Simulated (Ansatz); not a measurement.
Other spins and charges of AlMgH2 (H-bridged), quartet at one geometry

Geometry (PBE0/def2-TZVP stationary point for this spin, not checked as a minimum):

```xyz
4

Al    0.0000    0.0562    1.2209
Mg    0.0000   -0.0014   -1.4713
H     0.0000   -0.3272    2.7591
H     0.0000   -1.1428    0.0371
```

Basis 6-31G; Ansatz 0.2.0. Only valence electrons are correlated (noble-gas cores frozen). R marks a restricted (for open shells ROHF) determinant, U an unrestricted one. Active spaces: valence = (7e, 10o) chosen from the atoms' valence shells. The metal's outer-core shells are frozen, which leaves out core–valence correlation.

Gaps are energies of the second state less the first, at fixed atoms, for a selection of the levels run; each method lands on the state that its own search finds for that charge and spin.

For open shells CISD is restricted-active-space CI with the open shells as a complete middle space.

Removing an electron, to the triplet: 5.843 eV at full CI (quartet A'', triplet ion A', in Cs).

| level | gap (eV) | error (meV) |
| --- | --- | --- |
| RMP2 | 5.782 | -61 |
| CISD | 5.819 | -24 |
| UCCSD | 5.826 | -17 |
| UCCSD(T) | 5.838 | -5 |
| RCCSDT(Q) | 5.844 | 1 |
| UCCSDT(Q) | 5.843 | 0 |
| UCCSDTQ | 5.843 | 0 |
| r2SCAN | 6.360 | 517 |
| wB97M-V | 5.886 | 43 |
| B2PLYP | 5.883 | 40 |

Doublet less quartet: -0.702 eV at full CI (quartet A'', doublet A', in Cs).

```tsv
level	gap (eV)	error (meV)
RHF	-0.346	356
RMP2	-0.551	151
UMP2	-0.563	139
RCCSD	-0.674	28
UCCSD	-0.678	24
RCCSD(T)	-0.691	11
UCCSD(T)	-0.691	11
BCCD(T)	-0.693	9
RCCSDT	-0.699	3
UCCSDT	-0.699	3
RCCSDT(Q)	-0.701	1
UCCSDT(Q)	-0.700	2
RCCSDTQ	-0.702	0
```

Problem. PBE gives 11.065 eV for removing an electron, to the quintet. Estimate what full CI gives in 6-31G.

Solution. Full CI in 6-31G gives 10.577 eV, so against it PBE is off by 0.488 eV.

```json
{"level": "UMP2", "gap (eV)": "10.453", "error (meV)": "-124"}
{"level": "UCCSDT", "gap (eV)": "10.576", "error (meV)": "-1"}
{"level": "RCCSDT(Q)", "gap (eV)": "10.577", "error (meV)": "0"}
{"level": "UCCSDT(Q)", "gap (eV)": "10.577", "error (meV)": "0"}
{"level": "RCCSDTQ", "gap (eV)": "10.577", "error (meV)": "0"}
{"level": "MRCISD (valence space)", "gap (eV)": "10.572", "error (meV)": "-5"}
{"level": "MRCISD+Q (valence space)", "gap (eV)": "10.576", "error (meV)": "-1"}
{"level": "B3LYP", "gap (eV)": "11.198", "error (meV)": "621"}
{"level": "B2PLYP", "gap (eV)": "10.942", "error (meV)": "365"}
```

Sextet less quartet: 6.507 eV at full CI (quartet A'', sextet A'', in Cs).

```json
{"level": "UHF", "gap (eV)": "6.056", "error (meV)": "-451"}
{"level": "RMP2", "gap (eV)": "6.428", "error (meV)": "-79"}
{"level": "UMP2", "gap (eV)": "6.421", "error (meV)": "-86"}
{"level": "RCCSD", "gap (eV)": "6.512", "error (meV)": "5"}
{"level": "UCCSDT(Q)", "gap (eV)": "6.508", "error (meV)": "1"}
{"level": "MRCISD (valence space)", "gap (eV)": "6.512", "error (meV)": "5"}
{"level": "SPW92", "gap (eV)": "6.636", "error (meV)": "129"}
{"level": "r2SCAN", "gap (eV)": "6.622", "error (meV)": "115"}
{"level": "B2PLYP", "gap (eV)": "6.861", "error (meV)": "354"}
{"level": "RPA-PBE", "gap (eV)": "6.583", "error (meV)": "76"}
```

In so small a basis the reference is far from its limit while semilocal and hybrid functionals are nearer theirs (RPA and double hybrids share much of the reference's basis error), so the functionals' errors here hold much of the reference's basis and frozen-core error, which can add to them or hide them.

Full CI is exact within this basis and frozen core; it isn't the basis-set limit. The frozen core follows each run's orbitals, which can shift R against U totals by a few meV.
